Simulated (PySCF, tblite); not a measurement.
# CH₂S: fragmentation of the cation

What do calculations give for the fragmentation of the cation of CH₂S (`C=S`)?

Computed with tblite 0.8.0 and PySCF 2.14.0 and routines of our own; the level stands in each step. Atoms count from 0.

## 1. The system as given

4 atoms, charge 0, multiplicity 1; geometry from: start built from the parent or by distance geometry.

## 2. Geometry optimisation with GFN2-xTB

What the job is given:

```
{"job": {"kind": "relax", "xc": "GFN2-xTB", "basis": "xTB"}, "charge": 0, "multiplicity": 1}
C     -0.073000    -0.012900    -0.190700
S      1.289300    -0.142200    -0.550500
H     -0.576000     0.870300    -0.603000
H     -0.619800    -0.705600     0.426800
```

Run with:

```console
$ OMP_NUM_THREADS=1 python redox_run.py task.json out
```

One launch serves the whole session: the jobs run in the order shown.

Output:

```text
step      E/eV     max force
  0    -171.49166   15.858
  1    -172.04766    7.131
  2    -172.57485    3.818
  3    -172.70590    2.273
  4    -172.75835    0.528
  5    -172.76791    0.430
  6    -172.78517    0.376
  7    -172.78751    0.185
  8    -172.78807    0.048
  9    -172.78813    0.024
 10    -172.78816    0.021
 11    -172.78818    0.019
 12    -172.78819    0.013
 13    -172.78820    0.005
```

It took 0.03 s on 1 thread of Arm Neoverse V1, shared host.

The steps of the relaxation:

| step | energy from step 0 (eV) | largest force (eV/Å) |
| --- | --- | --- |
| 0 | 0.0000 | 15.8576 |
| 1 | -0.5560 | 7.1315 |
| 2 | -1.0832 | 3.8176 |
| 3 | -1.2142 | 2.2726 |
| 4 | -1.2667 | 0.5277 |
| 5 | -1.2763 | 0.4299 |
| 6 | -1.2935 | 0.3763 |
| 7 | -1.2959 | 0.1847 |
| 8 | -1.2964 | 0.0480 |
| 9 | -1.2965 | 0.0239 |
| 10 | -1.2965 | 0.0209 |
| 11 | -1.2965 | 0.0190 |
| 12 | -1.2965 | 0.0134 |
| 13 | -1.2965 | 0.0047 |

Close pairs (by a distance rule), those that changed most:

| bond | before (Å) | after (Å) | change (Å) |
| --- | --- | --- | --- |
| C0–S1 | 1.415 | 1.605 | +0.190 |
| C0–H2 | 1.097 | 1.082 | -0.015 |
| C0–H3 | 1.077 | 1.082 | +0.005 |

The end geometry stands in the next job.

## 3. Infrared spectrum with GFN2-xTB

What the job is given:

```
{"job": {"kind": "ir", "xc": "GFN2-xTB", "basis": "xTB"}, "charge": 0, "multiplicity": 1}
C     -0.108700     0.017755    -0.202577
S      1.440677    -0.191120    -0.566897
H     -0.667832     0.868240    -0.570629
H     -0.643676    -0.685329     0.422754
```

Output:

```text
mode    cm-1     km/mol
  1     889.6     10.54
  2     958.0      0.06
  3    1116.6      0.29
  4    1403.2      8.46
  5    3017.0      8.03
  6    3030.8      6.72
ZPE 62.296  H(298)-E 72.554  G(298)-E 3.674 kJ/mol  S 231.02 J/(mol K)
```

It took 0.07 s on 1 thread of Arm Neoverse V1, shared host.

The strongest bands and the atoms that carry them (share of the mass-weighted mode):

| cm⁻¹ | km/mol | atoms |
| --- | --- | --- |
| 890 | 10.5 | H2 38 %, H3 38 %, C0 23 % |
| 958 | 0.1 | H2 41 %, H3 41 %, C0 16 % |
| 1117 | 0.3 | C0 54 %, S1 30 % |
| 1403 | 8.5 | H3 42 %, H2 42 %, C0 16 % |
| 3017 | 8.0 | H3 51 %, H2 46 % |
| 3031 | 6.7 | H2 47 %, H3 42 %, C0 10 % |

## 4. Optimising the geometry at PBE0-D3(BJ)/def2-SVP

What the job is given:

```
{"job": {"xc": "PBE0", "basis": "def2-SVP", "d3": "d3bj", "grid": 1, "kind": "geom"}, "charge": 0, "multiplicity": 1}
C     -0.108700     0.017755    -0.202577
S      1.440677    -0.191120    -0.566897
H     -0.667832     0.868240    -0.570629
H     -0.643676    -0.685329     0.422754
```

Output:

```text
step   0  E = -437.11580581  max force = 0.013520
step   1  E = -437.11632612  max force = 0.002664
step   2  E = -437.11633309  max force = 0.000057
optimisation converged
```

It took 1.4 s on 1 thread of Arm Neoverse V1, shared host.

Step by step:

| step | energy from step 0 (eV) | largest force component (eV/Å) |
| --- | --- | --- |
| 0 | 0.0000 | 0.6952 |
| 1 | -0.0142 | 0.1370 |
| 2 | -0.0143 | 0.0029 |

Distances of close pairs at the start and the end, largest changes first:

| bond | before (Å) | after (Å) | change (Å) |
| --- | --- | --- | --- |
| C0–H2 | 1.082 | 1.102 | +0.019 |
| C0–H3 | 1.082 | 1.102 | +0.019 |
| C0–S1 | 1.605 | 1.606 | +0.001 |

The final coordinates are the input of the step that follows.

| at the end point | value |
| --- | --- |
| point group (found at 0.08 Å tolerance) | C2v |
| rotational constants (GHz, main isotopes) | 290.0, 17.746, 16.723 |
| dipole moment (D) | 1.68 |

## 5. Harmonic vibrations (CH₂S): PBE0-D3(BJ)/def2-SVP

What the job is given:

```
{"job": {"xc": "PBE0", "basis": "def2-SVP", "d3": "d3bj", "grid": 2, "kind": "hessian"}, "charge": 0, "multiplicity": 1}
C     -0.097219     0.016404    -0.205308
S      1.453174    -0.194839    -0.568779
H     -0.678502     0.877443    -0.572356
H     -0.656682    -0.689141     0.429688
```

Output:

```text
coarse grid: 3952 points
cycle   1  E = -437.0621056546  dE =  6.445e-02  |g| = 1.841e-01  |ddm| = 2.023e+00
cycle   2  E = -437.0347327387  dE =  2.737e-02  |g| = 3.608e-01  |ddm| = 6.697e-01
cycle   3  E = -437.0747177086  dE = -3.998e-02  |g| = 3.665e-02  |ddm| = 4.003e-01
cycle   4  E = -437.0750725606  dE = -3.549e-04  |g| = 1.082e-02  |ddm| = 5.174e-02
cycle   5  E = -437.0751044486  dE = -3.189e-05  |g| = 7.699e-04  |ddm| = 1.095e-02
cycle   6  E = -437.0751045740  dE = -1.253e-07  |g| = 3.502e-04  |ddm| = 1.016e-03
final grid: 33704 points
cycle   7  E = -437.1163270448  dE =  3.921e-06  |g| = 7.398e-03  |ddm| = 1.578e-02
cycle   8  E = -437.1162749149  dE =  5.213e-05  |g| = 1.508e-02  |ddm| = 2.108e-02
cycle   9  E = -437.1163426213  dE = -6.771e-05  |g| = 3.585e-04  |ddm| = 1.505e-02
cycle  10  E = -437.1163426678  dE = -4.650e-08  |g| = 3.785e-05  |ddm| = 5.425e-04
cycle  11  E = -437.1163426682  dE = -3.362e-10  |g| = 1.738e-05  |ddm| = 4.596e-05
cycle  12  E = -437.1163426682  dE = -9.618e-11  |g| = 3.309e-06  |ddm| = 2.757e-05
converged SCF energy = -437.1163426682

mode    cm-1
  1     999.7
  2    1022.5
  3    1126.2
  4    1479.2
  5    3076.8
  6    3173.9
ZPE 65.067  H(298)-E 75.242  G(298)-E 6.428 kJ/mol  S 230.80 J/(mol K)
```

Run time: 5.1 s. Hardware: 1 thread of Arm Neoverse V1, shared host; peak memory 0.51 GiB.

Zero-point energy 65.07 kJ/mol (xTB gave 62.30).

## 6. Harmonic vibrations (CH₂S+ (doublet), C=[S+]): PBE0-D3(BJ)/def2-SVP

What the job is given:

```
{"job": {"xc": "PBE0", "basis": "def2-SVP", "d3": "d3bj", "grid": 2, "kind": "hessian"}, "charge": 1, "multiplicity": 2}
C     -0.096943     0.019929    -0.215225
S      1.435367    -0.195990    -0.582734
H     -0.657410     0.900325    -0.588282
H     -0.640270    -0.704981     0.423315
```

Output:

```text
coarse grid: 3952 points
cycle   1  E = -436.7171700696  dE =  4.261e-01  |g| = 1.461e-01  |ddm| = 1.466e+00
cycle   2  E = -436.7292818619  dE = -1.211e-02  |g| = 9.714e-02  |ddm| = 3.592e-01
cycle   3  E = -436.7331055087  dE = -3.824e-03  |g| = 5.276e-02  |ddm| = 1.263e-01
cycle   4  E = -436.7345858790  dE = -1.480e-03  |g| = 1.968e-02  |ddm| = 6.797e-02
cycle   5  E = -436.7348863402  dE = -3.005e-04  |g| = 3.719e-03  |ddm| = 2.734e-02
cycle   6  E = -436.7349290121  dE = -4.267e-05  |g| = 1.973e-03  |ddm| = 1.022e-02
cycle   7  E = -436.7349535945  dE = -2.458e-05  |g| = 1.152e-03  |ddm| = 9.974e-03
cycle   8  E = -436.7349651500  dE = -1.156e-05  |g| = 2.964e-04  |ddm| = 1.065e-02
cycle   9  E = -436.7349656654  dE = -5.153e-07  |g| = 7.338e-05  |ddm| = 2.397e-03
final grid: 33704 points
cycle  10  E = -436.7762574688  dE =  2.180e-06  |g| = 4.670e-03  |ddm| = 1.046e-02
cycle  11  E = -436.7762203996  dE =  3.707e-05  |g| = 9.085e-03  |ddm| = 1.267e-02
cycle  12  E = -436.7762702224  dE = -4.982e-05  |g| = 1.758e-04  |ddm| = 8.696e-03
cycle  13  E = -436.7762702579  dE = -3.552e-08  |g| = 6.251e-05  |ddm| = 2.878e-04
cycle  14  E = -436.7762702723  dE = -1.436e-08  |g| = 4.002e-05  |ddm| = 1.985e-04
cycle  15  E = -436.7762702819  dE = -9.593e-09  |g| = 2.029e-05  |ddm| = 2.186e-04
cycle  16  E = -436.7762702850  dE = -3.103e-09  |g| = 4.762e-06  |ddm| = 1.736e-04
cycle  17  E = -436.7762702851  dE = -1.270e-10  |g| = 8.362e-07  |ddm| = 3.861e-05
cycle  18  E = -436.7762702851  dE = -1.876e-12  |g| = 2.195e-07  |ddm| = 3.813e-06
converged SCF energy = -436.7762702851

mode    cm-1
  1     769.4
  2     990.7
  3    1092.7
  4    1345.7
  5    3040.6
  6    3156.5
ZPE 62.180  H(298)-E 72.518  G(298)-E 1.776 kJ/mol  S 237.27 J/(mol K)
```

Run time: 9.8 s. Hardware: 1 thread of Arm Neoverse V1, shared host; peak memory 0.57 GiB.

Zero-point energy 62.18 kJ/mol (xTB gave 59.11).

## 7. Single point (CH₂S): wB97X-D3(BJ)/def2-TZVP

Geometry: PBE0-D3(BJ)/def2-SVP.

What the job is given:

```
{"job": {"kind": "sp", "xc": "wB97X", "basis": "def2-TZVP", "d3": "d3bj", "grid": 2}, "charge": 0, "multiplicity": 1}
C     -0.097219     0.016404    -0.205308
S      1.453174    -0.194839    -0.568779
H     -0.678502     0.877443    -0.572356
H     -0.656682    -0.689141     0.429688
```

Output:

```text
coarse grid: 3952 points
cycle   1  E = -437.4692023765  dE =  7.988e-02  |g| = 3.565e-01  |ddm| = 1.472e+00
cycle   2  E = -437.4614377513  dE =  7.765e-03  |g| = 4.703e-01  |ddm| = 5.672e-01
cycle   3  E = -437.5148420958  dE = -5.340e-02  |g| = 3.619e-02  |ddm| = 2.760e-01
cycle   4  E = -437.5153522687  dE = -5.102e-04  |g| = 9.758e-03  |ddm| = 5.139e-02
cycle   5  E = -437.5154227532  dE = -7.048e-05  |g| = 3.938e-03  |ddm| = 2.194e-02
cycle   6  E = -437.5154326889  dE = -9.936e-06  |g| = 1.586e-03  |ddm| = 1.008e-02
final grid: 33704 points
cycle   7  E = -437.5160559248  dE = -1.141e-05  |g| = 3.115e-03  |ddm| = 1.299e-02
cycle   8  E = -437.5160556937  dE =  2.311e-07  |g| = 3.715e-03  |ddm| = 3.743e-03
cycle   9  E = -437.5160588913  dE = -3.198e-06  |g| = 2.720e-04  |ddm| = 2.202e-03
cycle  10  E = -437.5160589531  dE = -6.177e-08  |g| = 9.996e-05  |ddm| = 6.828e-04
cycle  11  E = -437.5160589607  dE = -7.615e-09  |g| = 1.934e-05  |ddm| = 2.730e-04
converged SCF energy = -437.5160589607
```

Run time: 0.85 s. Hardware: 1 thread of Arm Neoverse V1, shared host.

## 8. Single point (CH₂S+ (doublet)): wB97X-D3(BJ)/def2-TZVP

Geometry: PBE0-D3(BJ)/def2-SVP, that of another charge or spin state.

What the job is given:

```
{"job": {"kind": "sp", "xc": "wB97X", "basis": "def2-TZVP", "d3": "d3bj", "grid": 2}, "charge": 1, "multiplicity": 2}
C     -0.097219     0.016404    -0.205308
S      1.453174    -0.194839    -0.568779
H     -0.678502     0.877443    -0.572356
H     -0.656682    -0.689141     0.429688
```

Output:

```text
final grid: 33704 points
cycle   1  E = -437.1588355738  dE = -3.129e-02  |g| = 1.703e-01  |ddm| = 4.180e-01
cycle   2  E = -437.1613487177  dE = -2.513e-03  |g| = 1.512e-01  |ddm| = 2.369e-01
cycle   3  E = -437.1712351298  dE = -9.886e-03  |g| = 2.219e-02  |ddm| = 1.034e-01
cycle   4  E = -437.1715384487  dE = -3.033e-04  |g| = 5.541e-03  |ddm| = 1.513e-02
cycle   5  E = -437.1716352491  dE = -9.680e-05  |g| = 2.942e-03  |ddm| = 1.132e-02
cycle   6  E = -437.1716700556  dE = -3.481e-05  |g| = 1.630e-03  |ddm| = 7.090e-03
cycle   7  E = -437.1716893642  dE = -1.931e-05  |g| = 9.903e-04  |ddm| = 6.524e-03
cycle   8  E = -437.1716990241  dE = -9.660e-06  |g| = 3.873e-04  |ddm| = 6.212e-03
cycle   9  E = -437.1717003803  dE = -1.356e-06  |g| = 9.403e-05  |ddm| = 2.922e-03
cycle  10  E = -437.1717004071  dE = -2.682e-08  |g| = 2.755e-05  |ddm| = 3.699e-04
cycle  11  E = -437.1717004083  dE = -1.187e-09  |g| = 6.061e-06  |ddm| = 5.970e-05
converged SCF energy = -437.1717004083
```

Run time: 1.9 s. Hardware: 1 thread of Arm Neoverse V1, shared host.

## 9. Single point (CH2S): wB97X-D3(BJ)/def2-TZVP

Geometry: PBE0-D3(BJ)/def2-SVP, that of another charge or spin state.

What the job is given:

```
{"job": {"kind": "sp", "xc": "wB97X", "basis": "def2-TZVP", "d3": "d3bj", "grid": 2}, "charge": 0, "multiplicity": 1}
C     -0.096943     0.019929    -0.215225
S      1.435367    -0.195990    -0.582734
H     -0.657410     0.900325    -0.588282
H     -0.640270    -0.704981     0.423315
```

Output:

```text
coarse grid: 3952 points
cycle   1  E = -437.4706558804  dE =  9.790e-02  |g| = 3.500e-01  |ddm| = 1.479e+00
cycle   2  E = -437.4651274156  dE =  5.528e-03  |g| = 4.542e-01  |ddm| = 5.568e-01
cycle   3  E = -437.5146138124  dE = -4.949e-02  |g| = 3.508e-02  |ddm| = 2.679e-01
cycle   4  E = -437.5150995509  dE = -4.857e-04  |g| = 9.661e-03  |ddm| = 5.143e-02
cycle   5  E = -437.5151676488  dE = -6.810e-05  |g| = 3.936e-03  |ddm| = 2.183e-02
cycle   6  E = -437.5151769737  dE = -9.325e-06  |g| = 1.605e-03  |ddm| = 9.692e-03
final grid: 33704 points
cycle   7  E = -437.5157400100  dE = -1.120e-05  |g| = 3.059e-03  |ddm| = 1.295e-02
cycle   8  E = -437.5157398855  dE =  1.245e-07  |g| = 3.609e-03  |ddm| = 3.654e-03
cycle   9  E = -437.5157428739  dE = -2.988e-06  |g| = 2.714e-04  |ddm| = 2.153e-03
cycle  10  E = -437.5157429353  dE = -6.135e-08  |g| = 9.808e-05  |ddm| = 7.127e-04
cycle  11  E = -437.5157429423  dE = -7.029e-09  |g| = 2.371e-05  |ddm| = 2.598e-04
converged SCF energy = -437.5157429423
```

It took 0.81 s on 1 thread of Arm Neoverse V1, shared host.

## 10. Harmonic vibrations (CHS+): PBE0-D3(BJ)/def2-SVP

What the job is given:

```
{"job": {"xc": "PBE0", "basis": "def2-SVP", "d3": "d3bj", "grid": 2, "kind": "hessian"}, "charge": 1, "multiplicity": 1}
C      0.128644    -0.309675    -0.066442
S      1.438034    -0.070407    -0.710547
H     -0.844096    -0.492374     0.407266
```

Output:

```text
coarse grid: 3336 points
cycle   1  E = -436.1142909944  dE =  5.309e-01  |g| = 2.371e-01  |ddm| = 1.913e+00
cycle   2  E = -436.0815496155  dE =  3.274e-02  |g| = 4.344e-01  |ddm| = 6.052e-01
cycle   3  E = -436.1302254876  dE = -4.868e-02  |g| = 1.127e-01  |ddm| = 4.077e-01
cycle   4  E = -436.1337923409  dE = -3.567e-03  |g| = 1.344e-02  |ddm| = 1.308e-01
cycle   5  E = -436.1338473797  dE = -5.504e-05  |g| = 1.480e-03  |ddm| = 1.403e-02
cycle   6  E = -436.1338480222  dE = -6.425e-07  |g| = 2.364e-04  |ddm| = 1.868e-03
final grid: 28328 points
cycle   7  E = -436.1753695203  dE =  9.689e-06  |g| = 7.944e-03  |ddm| = 1.366e-02
cycle   8  E = -436.1752613417  dE =  1.082e-04  |g| = 2.090e-02  |ddm| = 2.316e-02
cycle   9  E = -436.1753871608  dE = -1.258e-04  |g| = 3.704e-04  |ddm| = 1.725e-02
cycle  10  E = -436.1753872031  dE = -4.229e-08  |g| = 3.181e-05  |ddm| = 3.790e-04
cycle  11  E = -436.1753872034  dE = -3.169e-10  |g| = 9.048e-06  |ddm| = 4.103e-05
cycle  12  E = -436.1753872034  dE = -2.746e-11  |g| = 8.136e-07  |ddm| = 1.247e-05
converged SCF energy = -436.1753872034

mode    cm-1
  1     795.7
  2     795.7
  3    1487.4
  4    3279.6
ZPE 38.031  H(298)-E 47.140  G(298)-E -16.559 kJ/mol  S 213.65 J/(mol K)
```

Wall time 3.2 s (1 thread of Arm Neoverse V1, shared host); peak memory 0.48 GiB.

Zero-point energy 38.03 kJ/mol (xTB gave 36.20).

## 11. Geometry optimisation with GFN2-xTB

This step treats CS+ (doublet), labelled `[C]#[S+]` (the label fixes atoms and charge, not where charge and spin sit).

What the job is given:

```
{"job": {"kind": "relax", "xc": "GFN2-xTB", "basis": "xTB"}, "charge": 1, "multiplicity": 2}
C     -0.081000     0.010300    -0.210600
S      1.442400    -0.186200    -0.591800
```

Output:

```text
step      E/eV     max force
  0    -127.12906    5.196
  1    -127.31646    4.279
  2    -127.40586    1.206
  3    -127.41636    0.202
  4    -127.41664    0.013
  5    -127.41665    0.000
```

Run time: 0.01 s. Hardware: 1 thread of Arm Neoverse V1, shared host.

Step by step:

| step | energy from step 0 (eV) | largest force (eV/Å) |
| --- | --- | --- |
| 0 | 0.0000 | 5.1965 |
| 1 | -0.1874 | 4.2791 |
| 2 | -0.2768 | 1.2063 |
| 3 | -0.2873 | 0.2016 |
| 4 | -0.2876 | 0.0125 |
| 5 | -0.2876 | 0.0000 |

The bond:

| bond | before (Å) | after (Å) | change (Å) |
| --- | --- | --- | --- |
| C0–S1 | 1.583 | 1.484 | -0.099 |

The end geometry stands in the next job.

## 12. Harmonic vibrations with GFN2-xTB

What the job is given:

```
{"job": {"kind": "ir", "xc": "GFN2-xTB", "basis": "xTB"}, "charge": 1, "multiplicity": 2}
C     -0.033347     0.004144    -0.222508
S      1.394816    -0.180042    -0.579876
```

Output:

```text
mode    cm-1     km/mol
  1    1508.3     11.36
ZPE 9.022  H(298)-E 17.711  G(298)-E -46.571 kJ/mol  S 215.60 J/(mol K)
```

It took 0.05 s on 1 thread of Arm Neoverse V1, shared host.

The strongest bands and the atoms that carry them (share of the mass-weighted mode):

| cm⁻¹ | km/mol | atoms |
| --- | --- | --- |
| 1508 | 11.4 | C0 73 %, S1 27 % |

## 13. Optimising the geometry at PBE0-D3(BJ)/def2-SVP

This step treats CS+ (doublet), labelled `[C]#[S+]` (the label fixes atoms and charge, not where charge and spin sit).

What the job is given:

```
{"job": {"xc": "PBE0", "basis": "def2-SVP", "d3": "d3bj", "grid": 1, "kind": "geom"}, "charge": 1, "multiplicity": 2}
C     -0.033347     0.004144    -0.222508
S      1.394816    -0.180042    -0.579876
```

Output:

```text
step   0  E = -435.44837548  max force = 0.009841
step   1  E = -435.44844676  max force = 0.000454
step   2  E = -435.44844667  max force = 0.000033
optimisation converged
```

Run time: 1.1 s. Hardware: 1 thread of Arm Neoverse V1, shared host.

Relaxation path:

| step | energy from step 0 (eV) | largest force component (eV/Å) |
| --- | --- | --- |
| 0 | 0.0000 | 0.5060 |
| 1 | -0.0019 | 0.0233 |
| 2 | -0.0019 | 0.0017 |

The bond:

| bond | before (Å) | after (Å) | change (Å) |
| --- | --- | --- | --- |
| C0–S1 | 1.484 | 1.491 | +0.008 |

The final coordinates are the input of the step that follows.

| at the end point | value |
| --- | --- |
| point group (found at 0.08 Å tolerance) | Cinfv |
| rotational constants (GHz, main isotopes) | 26.047, 26.047 |
| ⟨S²⟩ | 0.817 |

## 14. Harmonic vibrations (CS+ (doublet)): PBE0-D3(BJ)/def2-SVP

What the job is given:

```
{"job": {"xc": "PBE0", "basis": "def2-SVP", "d3": "d3bj", "grid": 2, "kind": "hessian"}, "charge": 1, "multiplicity": 2}
C     -0.037871     0.005888    -0.225979
S      1.399404    -0.181789    -0.576386
```

Output:

```text
coarse grid: 2712 points
cycle   1  E = -435.3527514941  dE =  6.269e-01  |g| = 2.571e-01  |ddm| = 1.301e+00
cycle   2  E = -435.2141139739  dE =  1.386e-01  |g| = 5.783e-01  |ddm| = 7.680e-01
cycle   3  E = -435.3983671879  dE = -1.843e-01  |g| = 1.085e-01  |ddm| = 5.299e-01
cycle   4  E = -435.4056117091  dE = -7.245e-03  |g| = 1.487e-02  |ddm| = 1.345e-01
cycle   5  E = -435.4063056024  dE = -6.939e-04  |g| = 7.910e-03  |ddm| = 4.394e-02
cycle   6  E = -435.4066341461  dE = -3.285e-04  |g| = 5.408e-03  |ddm| = 3.133e-02
cycle   7  E = -435.4068903762  dE = -2.562e-04  |g| = 2.572e-03  |ddm| = 4.311e-02
cycle   8  E = -435.4069295290  dE = -3.915e-05  |g| = 3.710e-04  |ddm| = 2.122e-02
cycle   9  E = -435.4069300038  dE = -4.748e-07  |g| = 2.915e-05  |ddm| = 2.448e-03
final grid: 22960 points
cycle  10  E = -435.4484347427  dE =  7.146e-06  |g| = 4.782e-03  |ddm| = 9.297e-03
cycle  11  E = -435.4483499830  dE =  8.476e-05  |g| = 1.279e-02  |ddm| = 1.498e-02
cycle  12  E = -435.4484481902  dE = -9.821e-05  |g| = 2.541e-04  |ddm| = 1.114e-02
cycle  13  E = -435.4484482525  dE = -6.234e-08  |g| = 7.554e-05  |ddm| = 3.563e-04
cycle  14  E = -435.4484482789  dE = -2.635e-08  |g| = 4.554e-05  |ddm| = 2.769e-04
cycle  15  E = -435.4484482959  dE = -1.699e-08  |g| = 2.498e-05  |ddm| = 3.116e-04
cycle  16  E = -435.4484483005  dE = -4.640e-09  |g| = 4.136e-06  |ddm| = 2.376e-04
cycle  17  E = -435.4484483006  dE = -4.991e-11  |g| = 1.654e-06  |ddm| = 2.028e-05
converged SCF energy = -435.4484483006

mode    cm-1
  1    1455.2
ZPE 8.704  H(298)-E 17.396  G(298)-E -46.914 kJ/mol  S 215.70 J/(mol K)
```

Wall time 3.3 s (1 thread of Arm Neoverse V1, shared host).

Zero-point energy 8.70 kJ/mol (xTB gave 9.02).

## 15. Harmonic vibrations (H2): PBE0-D3(BJ)/def2-SVP

What the job is given:

```
{"job": {"xc": "PBE0", "basis": "def2-SVP", "d3": "d3bj", "grid": 2, "kind": "hessian"}, "charge": 0, "multiplicity": 1}
H     -0.098584     0.061242    -0.000943
H      0.104098    -0.058706     0.722646
```

Output:

```text
coarse grid: 1240 points
cycle   1  E = -1.1626469602  dE = -2.302e-01  |g| = 1.976e-02  |ddm| = 7.117e-01
cycle   2  E = -1.1628353949  dE = -1.884e-04  |g| = 2.769e-03  |ddm| = 2.830e-02
cycle   3  E = -1.1628388459  dE = -3.451e-06  |g| = 2.485e-05  |ddm| = 3.142e-03
final grid: 10744 points
cycle   4  E = -1.1638690056  dE = -2.306e-06  |g| = 2.046e-04  |ddm| = 1.365e-03
cycle   5  E = -1.1638690292  dE = -2.360e-08  |g| = 3.105e-05  |ddm| = 3.528e-04
cycle   6  E = -1.1638690296  dE = -3.764e-10  |g| = 1.068e-06  |ddm| = 3.033e-05
cycle   7  E = -1.1638690296  dE = -4.634e-13  |g| = 6.746e-10  |ddm| = 1.440e-06
converged SCF energy = -1.1638690296

mode    cm-1
  1    4380.5
ZPE 26.201  H(298)-E 34.877  G(298)-E -4.111 kJ/mol  S 130.77 J/(mol K)
```

It took 0.2 s on 1 thread of Arm Neoverse V1, shared host.

Zero-point energy 26.20 kJ/mol (xTB gave 22.46).

## 16. Single point (CS+ (doublet)): wB97X-D3(BJ)/def2-TZVP

Geometry: PBE0-D3(BJ)/def2-SVP.

What the job is given:

```
{"job": {"kind": "sp", "xc": "wB97X", "basis": "def2-TZVP", "d3": "d3bj", "grid": 2}, "charge": 1, "multiplicity": 2}
C     -0.037871     0.005888    -0.225979
S      1.399404    -0.181789    -0.576386
```

Output:

```text
coarse grid: 2712 points
cycle   1  E = -435.7277333507  dE =  6.289e-01  |g| = 3.646e-01  |ddm| = 1.011e+00
cycle   2  E = -435.6889673677  dE =  3.877e-02  |g| = 5.272e-01  |ddm| = 5.965e-01
cycle   3  E = -435.8271492057  dE = -1.382e-01  |g| = 7.945e-02  |ddm| = 3.245e-01
cycle   4  E = -435.8304434574  dE = -3.294e-03  |g| = 2.397e-02  |ddm| = 9.168e-02
cycle   5  E = -435.8316331205  dE = -1.190e-03  |g| = 1.160e-02  |ddm| = 4.562e-02
cycle   6  E = -435.8322110261  dE = -5.779e-04  |g| = 6.731e-03  |ddm| = 3.440e-02
cycle   7  E = -435.8324965490  dE = -2.855e-04  |g| = 4.119e-03  |ddm| = 2.749e-02
cycle   8  E = -435.8326190390  dE = -1.225e-04  |g| = 2.309e-03  |ddm| = 1.746e-02
cycle   9  E = -435.8326700505  dE = -5.101e-05  |g| = 6.310e-04  |ddm| = 1.671e-02
cycle  10  E = -435.8326720510  dE = -2.000e-06  |g| = 9.920e-05  |ddm| = 3.512e-03
final grid: 22960 points
cycle  11  E = -435.8338874674  dE = -5.941e-06  |g| = 1.421e-03  |ddm| = 9.556e-03
cycle  12  E = -435.8338867689  dE =  6.985e-07  |g| = 1.886e-03  |ddm| = 1.944e-03
cycle  13  E = -435.8338885128  dE = -1.744e-06  |g| = 1.766e-04  |ddm| = 1.185e-03
cycle  14  E = -435.8338885770  dE = -6.420e-08  |g| = 1.151e-04  |ddm| = 2.460e-04
cycle  15  E = -435.8338886276  dE = -5.059e-08  |g| = 7.928e-05  |ddm| = 2.418e-04
cycle  16  E = -435.8338886872  dE = -5.964e-08  |g| = 3.027e-05  |ddm| = 4.864e-04
cycle  17  E = -435.8338886959  dE = -8.743e-09  |g| = 6.384e-06  |ddm| = 2.356e-04
converged SCF energy = -435.8338886959
```

Wall time 1.2 s (1 thread of Arm Neoverse V1, shared host).

(Part 1 of 2 ends here.)
